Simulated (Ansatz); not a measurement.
Geometry optimisation, RKS CAM-B3LYP-D4/def2-SVP (Ansatz).

Input:

```yaml
crystal:
  periodic: [false, false, false]
  atoms:
    - { symbol: Si, position_ang: [0.0, 0.0, 0.0] }
    - { symbol: F, position_ang: [0.0, 0.0, 1.94] }
    - { symbol: H, position_ang: [1.3768, 0.0, -0.4862] }
    - { symbol: H, position_ang: [-0.6877, 1.1914, -0.4862] }
    - { symbol: H, position_ang: [-0.6877, -1.1914, -0.4862] }
    - { symbol: P, position_ang: [-2.3535, 0.0, 0.782] }
    - { symbol: H, position_ang: [-3.1199, -0.8853, -0.0213] }
    - { symbol: H, position_ang: [-2.4033, -0.4268, 2.1354] }
    - { symbol: H, position_ang: [-1.1633, 0.0, 1.8666] }
basis:
  gaussian: { orbitals: def2-SVP }
hamiltonian:
  xc: cam_b3lyp
  dispersion: d4
relax:
  f_tol: 0.15
  max_steps: 25
  restrain:
    - { distance: [0, 5], at: 3.38, k: 30.0 }
    - { distance: [8, 1], at: 2.12, k: 30.0 }
    - { distance: [0, 1], at: 1.59, k: 30.0 }
    - { distance: [8, 5], at: 1.42, k: 30.0 }
```

Command:

```bash
$ ansatz run input.yaml --threads 2 --pin off --max-ram 3072MiB --backend cpu --events-out ev --progress --plain --runs-dir out
```

**Question.** Where does it end, and by what steps?

**Answer.** It converged. The restraints hold the end off the free minimum; the threshold counts their pulls, which the force column leaves out. Restrained pairs: Si1–P6 (2.48 → 3.39 Å), F2–H9 (1.17 → 2.13 Å), Si1–F2 (1.94 → 1.61 Å), P6–H9 (1.61 → 1.42 Å). After 9 steps the energy has fallen by 4.962 eV (the restraints' own energy left out); H8 moved furthest, 1.15 Å.

| step | energy less start (eV) | largest force component (eV/Å) | accepted |
| --- | --- | --- | --- |
| 0 | 0.0000 | 3.278 | yes |
| 1 | -0.7815 | 3.459 | yes |
| 2 | -1.7332 | 4.826 | yes |
| 3 | -2.8833 | 3.626 | yes |
| 4 | -3.9983 | 1.770 | yes |
| 5 | -4.5787 | 1.024 | yes |
| 6 | -4.8200 | 0.844 | yes |
| 7 | -4.9078 | 0.842 | yes |
| 8 | -4.9465 | 0.818 | yes |
| 9 | -4.9621 | 0.723 | yes |

```xyz
9
Properties=species:S:1:pos:R:3
Si 0.309 0.002 -0.114
F 0.540 -0.025 1.479
H 1.638 0.148 -0.758
H -0.554 1.154 -0.462
H -0.318 -1.275 -0.525
P -2.808 0.195 1.209
H -2.738 -0.952 0.367
H -3.551 -0.489 2.213
H -1.558 -0.071 1.834
```

The run took 29 s on 2 threads of Arm Neoverse N1, with other jobs on the host, peak memory 0.18 GiB.
